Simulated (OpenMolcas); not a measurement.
# Potential curves of N₂⁺: spin-free states

Computed with OpenMolcas 26.06: state-averaged CASSCF(9,8) over N 2s 2p, N 2s 2p, XMS-CASPT2 (IPEA 0.25, imaginary shift 0.2 hartree), scalar X2C, ANO-RCC-VTZP, then RASSI spin–orbit state interaction with atomic mean-field integrals. C2 symmetry about the axis (a holds Σ, Δ, Γ; b holds Π, Φ, H; Σ⁺ and Σ⁻ are not told apart); roots by multiplicity and irrep: 2a 2, 2b 2, 4a 4, 4b 2.

XMS-CASPT2 energies in eV from the lowest point. Curves are followed by energy order within each symmetry, so they are adiabatic and may change character at avoided crossings and where g and u states cross; Σ⁺ and Σ⁻ are counted together.

| R (Å) | (1)2Σ | (1)2Π | (2)2Σ | (1)4Σ | (1)4Δ | (2)4Σ |
| --- | --- | --- | --- | --- | --- | --- |
| 0.954 | 2.736 | 5.535 | 4.957 | 13.468 | 14.816 | 15.171 |
| 1.009 | 1.059 | 3.339 | 3.711 | 10.215 | 11.573 | 12.381 |
| 1.059 | 0.286 | 2.154 | 3.274 | 8.215 | 9.586 | 10.516 |
| 1.109 | 0.000 | 1.503 | 3.275 | 6.807 | 8.191 | 9.119 |
| 1.164 | 0.077 | 1.225 | 3.601 | 5.782 | 7.189 | 8.110 |
| 1.220 | 0.428 | 1.266 | 4.108 | 5.164 | 6.586 | 7.511 |
| 1.298 | 1.177 | 1.657 | 4.864 | 4.765 | 6.225 | 7.154 |
| 1.397 | 2.312 | 2.451 | 5.608 | 4.721 | 6.235 | 7.176 |
| 1.553 | 3.980 | 3.835 | 6.333 | 5.112 | 6.727 | 7.704 |

(1) With masses 14.003 and 14.003 u, fit the curves (1)2Σ, (1)2Π, (2)2Σ, (2)4Σ near their minima.

Left out for impure symmetry, kinks or missing points, though low: (1)4Π. g and u states are not told apart. Only roots inside an energy window near the equilibrium distance were included, so the list of states is not complete; labels number the states computed. Each spin and symmetry block has orbitals of its own, averaged over its own roots, so gaps between blocks are less sure than gaps within one and near the minimum can be off by tenths of an eV, in bad cases by more. No Rydberg orbitals are active, so Rydberg states, and σ→σ* states whose orbital the CASSCF left unused, can be missing between those listed. CASPT2 splits the two components of degenerate states numerically, here by up to 35 cm⁻¹. Points that failed a check (symmetry, reference weights, a jump) are left out.

## Answers

(1) At XMS-CASPT2, Te from the lowest curve (the fit fixes ωe to a per cent or two; the method's Re and ωe can be off by some per cent):

```
curve  Te (cm⁻¹)  Re (Å)  ωe (cm⁻¹)
(1)2Σ          0   1.124     2171.5
(1)2Π       9860   1.183     1868.8
(2)2Σ      26160   1.083     2357.5
(2)4Σ      57480   1.338     1282.5
```
